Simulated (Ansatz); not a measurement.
## Worked example: the interaction energy

The pair of CH₄ (SMILES C, atoms 1–5) and SiNH₅ (SMILES [SiH3]N, atoms 6–12), both closed shells, in one local arrangement (a lower one may exist), relaxed at PBE0-D4/def2-TZVP:

C1  (0.183, -0.352, -2.114)
H2  (1.253, -0.562, -2.095)
H3  (-0.168, -0.378, -3.145)
H4  (-0.005, 0.636, -1.693)
H5  (-0.352, -1.105, -1.535)
Si6  (-0.756, 0.434, 1.599)
N7  (0.839, -0.198, 1.466)
H8  (-1.708, -0.585, 1.086)
H9  (-1.012, 0.705, 3.037)
H10  (-1.022, 1.700, 0.850)
H11  (1.589, 0.248, 1.969)
H12  (1.160, -0.543, 0.576)
(Å)

Both fragments are computed in the basis of the whole pair.

Program: Ansatz 0.2.0. Basis: def2-TZVPPD and def2-QZVPPD. Cores are frozen in the correlated methods.

Energies in eV:

| quantity | pair | first fragment | second fragment |
| --- | --- | --- | --- |
| Hartree–Fock, triple zeta (X = 3) | -10518.96005 | -1094.28974 | -9424.69544 |
| Hartree–Fock, quadruple zeta (X = 4) | -10519.34424 | -1094.34985 | -9425.01928 |
| MP2 correlation, X = 3 | -15.11263 | -5.40192 | -9.64093 |
| MP2 correlation, X = 4 | -16.06887 | -5.71074 | -10.28416 |
| CCSD(T) correlation, X = 3 | -17.01834 | -6.12712 | -10.81949 |

Q: Work out the interaction energy at the basis limit: extrapolate Hartree–Fock as E(X) = E∞ + A exp(−7.88 √X) and the MP2 correlation as E(X) = E∞ + B X^−2.97 (the exponents that Neese and Valeev fitted for def2-TZVPP and QZVPP, reused here for the diffuse sets), then add CCSD(T) − MP2 in triple zeta.

A: Each step is linear, so take the differences first (pair − first fragment − second fragment): Hartree–Fock 0.02513 (X = 3) and 0.02489 (X = 4); MP2 correlation -0.06978 and -0.07397; CCSD(T) correlation -0.07173.
Two points give E∞ = E(4) + w [E(4) − E(3)], with w = 1/(exp(7.88 (2 − √3)) − 1) = 0.1377 for Hartree–Fock and w = 1/((4/3)^2.97 − 1) = 0.7407 for the correlation.
Hartree–Fock: 0.02489 + 0.1377 × (-0.00024) = 0.0249 eV.
MP2 correlation: -0.07397 + 0.7407 × (-0.00419) = -0.0771 eV.
CCSD(T) − MP2: -0.07173 − (-0.06978) = -0.0020 eV.
Sum: 0.0249 + (-0.0771) + (-0.0020) = -0.0542 eV, or -1.25 kcal/mol. Plain CCSD(T) in triple zeta gives -0.0466 eV, so the larger basis shifts the result by -0.0076 eV.

T1 diagnostic: at most 0.010.

For scale, one of the runs: CCSD(T)/def2-TZVPPD, 275 basis functions, launched by `ansatz run in.yaml --threads 4 --pin off --events-out ev --progress --plain --max-ram 9574MiB`. Hardware: 4 CPU threads of an Arm Neoverse V1, shared host. Wall time 2.1 min; peak host memory 7.3 GiB.
